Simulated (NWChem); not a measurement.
Program: NWChem. System: ClNa, charge 0, spin multiplicity 1, at a geometry optimised with PBE/def2-SVP. The structure started from a generated list of species. Level: MP2/pcseg-1, 6 core orbitals frozen.

Input file:

```
start mol
memory heap 200 mb stack 900 mb global 1100 mb
geometry units angstroms nocenter noautoz
  Na     0.000000     0.000000    -1.425345
  Cl     0.000000     0.000000     0.922282
  symmetry group C2v
end
basis spherical
  * library pcseg-1
end
scf
  rhf
  nopen 0
  maxiter 100
  thresh 1e-7
  semidirect memsize 60000000 filesize 0
end
mp2
  freeze core 6
end
task mp2 energy
```

Output (cleaned and shortened):

```
             Northwest Computational Chemistry Package (NWChem) 7.3.0
             --------------------------------------------------------

                                NWChem Input Module
                                -------------------

 Scaling coordinates for geometry "geometry" by  1.889725989
 (inverse scale =  0.529177249)

 Turning off AUTOSYM since
 SYMMETRY directive was detected!

                             Geometry "geometry" -> ""
                             -------------------------

 Output coordinates in angstroms (scale by  1.889725989 to convert to a.u.)

  No.       Tag          Charge          X              Y              Z
 ---- ---------------- ---------- -------------- -------------- --------------
    1 Na                  11.0000     0.00000000     0.00000000    -1.42534500
    2 Cl                  17.0000     0.00000000     0.00000000     0.92228200

 Effective nuclear repulsion energy (a.u.)      42.1515622213

            Nuclear Dipole moment (a.u.)
            ----------------------------
        X                 Y               Z
 ---------------- ---------------- ----------------
     0.0000000000     0.0000000000    -0.0000018897

      Symmetry information
      --------------------

 Group name             C2v
 Group number             16
 Group order               4
 No. of unique centers     2

      Symmetry unique atoms

     1    2


 Summary of "ao basis" -> "" (spherical)
 ------------------------------------------------------------------------------
       Tag                 Description            Shells   Functions and Types
 ---------------- ------------------------------  ------  ---------------------
 *                          pcseg-1                   on all atoms

 Summary of "ao basis" -> "ao basis" (spherical)
 ------------------------------------------------------------------------------
       Tag                 Description            Shells   Functions and Types
 ---------------- ------------------------------  ------  ---------------------
 Na                         pcseg-1                  6       10   4s2p
 Cl                         pcseg-1                  8       18   4s3p1d

                                 NWChem SCF Module
                                 -----------------

  ao basis        = "ao basis"
  functions       =    28
  atoms           =     2
  closed shells   =    14
  open shells     =     0
  charge          =   0.00
  wavefunction    = RHF
  use symmetry    = T
  symmetry adapt  = T

 Summary of "ao basis" -> "ao basis" (spherical)
 ------------------------------------------------------------------------------
       Tag                 Description            Shells   Functions and Types
 ---------------- ------------------------------  ------  ---------------------
 Na                         pcseg-1                  6       10   4s2p
 Cl                         pcseg-1                  8       18   4s3p1d

      Symmetry analysis of basis
      --------------------------

        a1         15
        a2          1
        b1          6
        b2          6

 Forming initial guess at       0.1s

      Superposition of Atomic Density Guess
      -------------------------------------

 Sum of atomic energies:        -621.27068896

      Non-variational initial energy
      ------------------------------

 Total energy =    -621.157557
 1-e energy   =    -946.624176
 2-e energy   =     283.315057
 HOMO         =      -0.455597
 LUMO         =      -0.050235

      Symmetry analysis of molecular orbitals - initial
      -------------------------------------------------

 !! scf_movecs_sym_adapt:   14 vectors were symmetry contaminated

  Symmetry fudging

 !! scf_movecs_sym_adapt:   14 vectors were symmetry contaminated

  Numbering of irreducible representations:

     1 a1          2 a2          3 b1          4 b2

  Orbital symmetries:

     1 a1          2 a1          3 a1          4 a1          5 b2
     6 b1          7 a1          8 a1          9 b2         10 b1
    11 a1         12 a1         13 b1         14 b2         15 a1
    16 b1         17 b2         18 a1         19 a1         20 b2
    21 b1         22 a1         23 a1         24 a2

 Starting SCF solution at       0.2s

 ----------------------------------------------
         Quadratically convergent ROHF

 Convergence threshold     :          1.000E-07
 Maximum no. of iterations :          100
 Final Fock-matrix accuracy:          1.000E-09
 ----------------------------------------------

              iter       energy          gnorm     gmax       time
             ----- ------------------- --------- --------- --------
                 1     -621.3496771833  5.41D-01  2.46D-01      0.2
                 2     -621.3772202229  6.06D-02  2.30D-02      0.2
                 3     -621.3775738733  2.39D-03  1.15D-03      0.3
                 4     -621.3775745112  1.15D-06  4.85D-07      0.3
                 5     -621.3775745112  3.21D-09  1.48D-09      0.3

       Final RHF  results
       ------------------

         Total SCF energy =   -621.377574511172
      One-electron energy =   -949.456266388553
      Two-electron energy =    285.927129656063
 Nuclear repulsion energy =     42.151562221317

        Time for solution =      0.1s

       Symmetry analysis of molecular orbitals - final
       -----------------------------------------------

  Numbering of irreducible representations:

     1 a1          2 a2          3 b1          4 b2

  Orbital symmetries:

     1 a1          2 a1          3 a1          4 a1          5 b1
     6 b2          7 a1          8 a1          9 b2         10 b1
    11 a1         12 a1         13 b1         14 b2         15 a1
    16 a1         17 b2         18 b1         19 a1         20 b1
    21 b2         22 a1         23 a1         24 b2

             Final eigenvalues
             -----------------

              1
    1 -104.6694
    2  -40.5008
    3  -10.4095
    4   -7.8884
    5   -7.8875
    6   -7.8875
    7   -2.8404
    8   -1.5683
    9   -1.5674
   10   -1.5674
   11   -0.9376
   12   -0.3701
   13   -0.3535
   14   -0.3535
   15   -0.0106
   16    0.1140
   17    0.1169
   18    0.1169
   19    0.1986
   20    0.6534
   21    0.6534
   22    0.6733
   23    0.9117
   24    1.0960

                       ROHF Final Molecular Orbital Analysis
                       -------------------------------------

 Vector   12  Occ=2.000000D+00  E=-3.700830D-01  Symmetry=a1
              MO Center=  2.2D-16, -4.4D-17,  8.9D-01, r^2= 1.4D+00
   Bfn.  Coefficient  Atom+Function         Bfn.  Coefficient  Atom+Function
  ----- ------------  ---------------      ----- ------------  ---------------
    20      0.712277  2 Cl pz                23      0.411778  2 Cl pz
    17     -0.275093  2 Cl pz

 Vector   13  Occ=2.000000D+00  E=-3.534758D-01  Symmetry=b1
              MO Center=  4.7D-17,  1.2D-31,  8.9D-01, r^2= 1.4D+00
   Bfn.  Coefficient  Atom+Function         Bfn.  Coefficient  Atom+Function
  ----- ------------  ---------------      ----- ------------  ---------------
    18      0.718472  2 Cl px                21      0.420674  2 Cl px
    15     -0.276946  2 Cl px

 Vector   14  Occ=2.000000D+00  E=-3.534758D-01  Symmetry=b2
              MO Center=  2.9D-32, -9.6D-17,  8.9D-01, r^2= 1.4D+00
   Bfn.  Coefficient  Atom+Function         Bfn.  Coefficient  Atom+Function
  ----- ------------  ---------------      ----- ------------  ---------------
    19      0.718472  2 Cl py                22      0.420674  2 Cl py
    16     -0.276946  2 Cl py

 Vector   15  Occ=0.000000D+00  E=-1.061351D-02  Symmetry=a1
              MO Center= -4.1D-15, -5.4D-15, -2.3D+00, r^2= 8.1D+00
   Bfn.  Coefficient  Atom+Function         Bfn.  Coefficient  Atom+Function
  ----- ------------  ---------------      ----- ------------  ---------------
     4      0.983380  1 Na s                 10     -0.417337  1 Na pz
     2     -0.158549  1 Na s

 Vector   16  Occ=0.000000D+00  E= 1.139846D-01  Symmetry=a1
              MO Center=  6.6D-16, -1.2D-15, -1.6D+00, r^2= 1.1D+01
   Bfn.  Coefficient  Atom+Function         Bfn.  Coefficient  Atom+Function
  ----- ------------  ---------------      ----- ------------  ---------------
     3      1.680719  1 Na s                  4     -1.685313  1 Na s
    10     -0.637144  1 Na pz                14      0.345599  2 Cl s
     2     -0.273299  1 Na s

 Vector   17  Occ=0.000000D+00  E= 1.168622D-01  Symmetry=b2
              MO Center=  8.0D-33,  6.0D-15, -1.5D+00, r^2= 4.9D+00
   Bfn.  Coefficient  Atom+Function         Bfn.  Coefficient  Atom+Function
  ----- ------------  ---------------      ----- ------------  ---------------
     9      1.073411  1 Na py                22     -0.234068  2 Cl py
     6     -0.193991  1 Na py

 center of mass
 --------------
 x =   0.00000000 y =   0.00000000 z =  -0.01686498

 moments of inertia (a.u.)
 ------------------
         272.994655667946           0.000000000000           0.000000000000
           0.000000000000         272.994655667946           0.000000000000
           0.000000000000           0.000000000000           0.000000000000

  Mulliken analysis of the total density
  --------------------------------------

    Atom       Charge   Shell Charges
 -----------   ------   -------------------------------------------------------
    1 Na  11    10.14   2.00  2.00  0.07 -0.00  6.01  0.06
    2 Cl  17    17.86   2.00  2.00  1.15  0.84  5.99  3.78  2.10  0.00

       Multipole analysis of the density wrt the origin
       ------------------------------------------------

     L   x y z        total         open         nuclear
     -   - - -        -----         ----         -------
     0   0 0 0     -0.000000      0.000000     28.000000

     1   1 0 0     -0.000000      0.000000      0.000000
     1   0 1 0      0.000000      0.000000      0.000000
     1   0 0 1     -3.872103      0.000000     -0.000002

     2   2 0 0    -14.428251      0.000000      0.000000
     2   1 1 0     -0.000000      0.000000      0.000000
     2   1 0 1      0.000000      0.000000      0.000000
     2   0 2 0    -14.428251      0.000000      0.000000
     2   0 1 1      0.000000      0.000000      0.000000
     2   0 0 2     -8.875234      0.000000    131.443598

                   NWChem MP2 Semi-direct Energy/Gradient Module
                   ---------------------------------------------

  Basis functions       =     28
  Molecular orbitals    =     28
  Frozen core           =      6
  Frozen virtuals       =      0
  Active alpha occupied =      8
  Active beta occupied  =      8
  Active alpha virtual  =     14
  Active beta virtual   =     14
  Use MO symmetry       = T
  Use skeleton AO sym   = T

  AO/Fock/Back tols     =   1.0D-09  1.0D-09  1.0D-09

 GA uses MA = F    GA memory limited = T

 Available:
  local mem=  1.26D+08
 global mem=  1.44D+08
 local disk=  0.00D+00
  mp2_memr nvloc                    14
  nvloc new                    14
   1 passes of   8:        2097152                       4455                    154088.
   1 passes of   8: M    126154570           G      144177632           F     124057418.

 Semi-direct pass number   1 of   1  for RHF alpha+beta  at        0.3s
  vrange nnbf                   401
  mp2_eaftype                    10  avail_ma_in_mb                  1099
 EAF : mp2_eaftype filesize          10      77044.
  mp2_eaf for mointskh                     10
Node 0 wrote      0.4 Mb in      0.0 s     Agg I/O rate:   927.7 Mb/s
 Done moints_semi at        0.6s
  mp2_eaftype                    10  avail_ma_in_mb                  1089
 EAF : mp2_eaftype filesize          10      77044.
  mp2_eaf for kh                    10
 Done maket at        0.6s
 Done multipass loop at        0.6s

          -------------------------------------------
          SCF energy                -621.377574511172
          Correlation energy          -0.137796175863
          Singlet pairs               -0.081262738021
          Triplet pairs               -0.056533437842
          Total MP2 energy          -621.515370687035
          -------------------------------------------

          ---------------------------------------------------
                    Spin Component Scaled (SCS) MP2
          Same spin pairs                     -0.037688958561
          Same spin scaling factor             0.333333333333
          Opposite spin pairs                 -0.100107217301
          Opposite spin scaling fact.          1.200000000000
          SCS-MP2 correlation energy          -0.132691646949
          Total SCS-MP2 energy              -621.510266158121
          ---------------------------------------------------

 -----------------------
 Performance information
 -----------------------

 Timer overhead =  1.40D-07 seconds/call

               Nr. of calls         CPU time (s)                 Wall time (s)                GFlops
             ---------------    -------------------     ------------------------------   -------------------
Name         Min   Avg   Max    Min     Avg     Max     Min     Avg     Max   Mx/calls   Min     Max     Sum
mp2: moin     1     1     1   0.24    0.24    0.24     0.24    0.24    0.24    0.24      0.0     0.0     0.0
mp2: make     1     1     1   5.77E-3 5.77E-3 5.77E-3  5.77E-3 5.77E-3 5.77E-3 5.77E-3   0.0     0.0     0.0
mp2: tota     1     1     1   0.27    0.27    0.27     0.27    0.27    0.27    0.27      0.0     0.0     0.0

 The average no. of pstat calls per process was 3.00D+00
 with a timing overhead of 4.19D-07s

 Task  times  cpu:        0.5s     wall:        0.5s

 Total times  cpu:        0.6s     wall:        0.6s
```
